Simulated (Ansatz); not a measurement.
# CSO (singlet): the correlation ladder at distance O2–S3 = 2.137 Å, cc-pVDZ

The task here is to estimate one member of a computed series from the others.

Computed with Ansatz 0.2.0, Gaussian basis. Level: cc-pVDZ, core rule «outside noble gas», up to 7 orbitals frozen.

To be run: UHF; CCSD(T) on RHF; CCSD(T) on UHF; BCCD(T) on RHF; CISD; CCSDT(Q) on RHF; CCSDT(Q) on UHF; CASSCF and MRCISD+Q, 2 electrons in 2 orbitals; CASSCF and NEVPT2, 2 electrons in 2 orbitals.

25 further runs of the same task are left out: 10 for a known fault of the program, 1 for a mislabelled method, 13 that didn't finish, 1 set aside as unsound or not needed.

### The system

The geometry derives from a PBE0/def2-TZVP stationary point (not a proven minimum). One bond is set to the value named and the two fragments are kept rigid.

3 atoms, charge 0, spin multiplicity 1.

Atoms are counted from 1 here; the program's logs count them from 0.

Bond lengths: C1–O2 1.148 Å.

As a file:

```tsv
atom	x (Å)	y (Å)	z (Å)
C1	0.0000	0.0000	-1.4775
O2	0.0000	0.0000	-0.3298
S3	0.0000	0.0000	1.8072
```

The first run:

File in.yaml:

```yaml
crystal:
  periodic: [false, false, false]
  atoms:
    - {symbol: C, position_ang: [0.000000, 0.000000, -1.477467]}
    - {symbol: O, position_ang: [0.000000, 0.000000, -0.329767]}
    - {symbol: S, position_ang: [0.000000, 0.000000, 1.807233]}
basis:
  gaussian: {orbitals: cc-pVDZ}
magnetization: {spin_polarized: true, initial_magnetization: 0}
hamiltonian: {xc: hf}
output: {orbitals: {seedname: orbitals}}
```

The run is started by

```bash
ansatz run in.yaml --threads 1 --pin off --events-out ev --progress --plain --max-ram 2393MiB
```

Among the steps run: UHF; CCSD(T) on RHF; CCSD(T) on UHF; BCCD(T) on RHF; CISD; CCSDT(Q) on RHF; CCSDT(Q) on UHF; CASSCF and MRCISD+Q, 2 electrons in 2 orbitals; CASSCF and NEVPT2, 2 electrons in 2 orbitals.

One of the session's tables, all rows but one given; the rest of the session is left out.

```
       method  from RCCSDT(Q) (kJ/mol)
          RHF                  +1160.7
          UHF                  +1100.6
         RMP2                   +127.0
         UMP2                   +107.8
         CISD                   +174.8
        RCCSD                    +46.4
        UCCSD                    +34.3
     RCCSD(T)                        ?
     UCCSD(T)                     -2.2
      BCCD(T)                     +6.7
       RCCSDT                     +4.4
       UCCSDT                    -16.2
    RCCSDT(Q)                        0
    UCCSDT(Q)                    -25.8
  CASSCF pair                  +1098.6
  MRCISD pair                   +159.0
MRCISD+Q pair                    +34.4
```

Estimate the missing values for RCCSD(T).

The run gave: from RCCSDT(Q) (kJ/mol): +7.1. In the column «from RCCSDT(Q) (kJ/mol)» it lies between BCCD(T) (+6.7) and UCCSD (+34.3).

Not comparable, so not listed: CASSCF and NEVPT2, 2 electrons in 2 orbitals (they don't share determinant, frozen orbitals or solution with the rows shown, or repeat one).

To keep in mind: The determinant is far from a pure spin state, so its energy mixes those of several spin states (harmless only where they are near-degenerate, as at dissociation). The program flags UCCSDT(Q) as in doubt, so those rows may rest on another solution; read them beside their warnings. Warnings: restricted reference is unstable; spin contamination. Restricted and unrestricted rows rest on different reference determinants; where their highest levels disagree by more than a few hundredths of an eV, they describe different states and don't form one ladder. Warnings in the runs' records: passed over end.
